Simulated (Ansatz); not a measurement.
Ansatz (an electronic-structure program) input (CCSD(T)/STO-3G):

Ansatz 0.2 input:
```yaml
crystal:
  periodic: [false, false, false]
  atoms:
    - {symbol: C, position_ang: [0.00313871, 0.00322016, 0.46466816]}
    - {symbol: C, position_ang: [0.00177110, 1.41418985, -0.05949539]}
    - {symbol: H, position_ang: [-0.00580762, 1.46685517, -1.19524775]}
    - {symbol: H, position_ang: [-0.87855294, 1.98317546, 0.26908926]}
    - {symbol: H, position_ang: [0.88819067, 1.98046155, 0.25717418]}
    - {symbol: C, position_ang: [1.22363514, -0.70949310, -0.05303159]}
    - {symbol: H, position_ang: [1.26834455, -0.74770811, -1.18850734]}
    - {symbol: H, position_ang: [2.15786680, -0.22632205, 0.26389091]}
    - {symbol: H, position_ang: [1.27221630, -1.75500801, 0.28046707]}
    - {symbol: C, position_ang: [-1.22641294, -0.70572957, -0.03650824]}
    - {symbol: H, position_ang: [-1.28655024, -0.74378352, -1.17127689]}
    - {symbol: H, position_ang: [-1.27370326, -1.75109721, 0.29763699]}
    - {symbol: H, position_ang: [-2.15479637, -0.21969735, 0.29297591]}
basis:
  gaussian:
    orbitals: STO-3G
total_charge: -1
magnetization: {spin_polarized: false}
correlation: {method: ccsd_t, electrons: outside_noble_gas}
```

End of the output:

```
integrals: 0.00 GiB planned
403 factors; integrals over basis functions are off by at most 3.1e-5 eV
mean field: 0.07 GiB planned
mean field evaluation 1: about -4205.2093 eV, gradient 2.0e1 eV
mean field evaluation 2: about -4205.5124 eV, gradient 2.0e1 eV
mean field evaluation 4: about -4206.9781 eV, gradient 1.5e0 eV
mean field evaluation 8: about -4206.9890 eV, gradient 3.6e-6 eV
mean field evaluation 16: about -4206.7055 eV, gradient 2.0e-2 eV
mean field -4206.98899591 eV, -154.6039940002 hartree, gradient 2.1e-6 eV, S^2 0.000000; 0 other end points of the search recorded, 0 dependent functions left out
4 core orbitals not correlated
reference -4206.98899591 eV, -154.6039940002 hartree; 13, 13 occupied and 12, 12 virtual orbitals, 403 factors
second order -5.40810251 eV of doubles, -0.00000000 eV of singles
coupled cluster: 0.06 GiB planned
cycle   1  -6.62012066 eV  change    -1.2e0 eV  update   7.9e-2
cycle   2  -7.18383592 eV  change   -5.6e-1 eV  update   2.9e-2
cycle   3  -7.21994960 eV  change   -3.6e-2 eV  update   5.7e-3
cycle   4  -7.22462529 eV  change   -4.7e-3 eV  update   1.9e-3
cycle   5  -7.22452270 eV  change    1.0e-4 eV  update   4.2e-4
cycle   6  -7.22443883 eV  change    8.4e-5 eV  update   8.6e-5
cycle   7  -7.22436542 eV  change    7.3e-5 eV  update   2.8e-5
cycle   8  -7.22436181 eV  change    3.6e-6 eV  update   7.7e-6
perturbative correction -0.05903292 eV, -0.0021694197 hartree
Total energy: -4214.27239064 eV, -154.8716538196 hartree
```

It need not be the lowest isomer of its formula. Whether it binds its extra electron was not tested at this geometry.
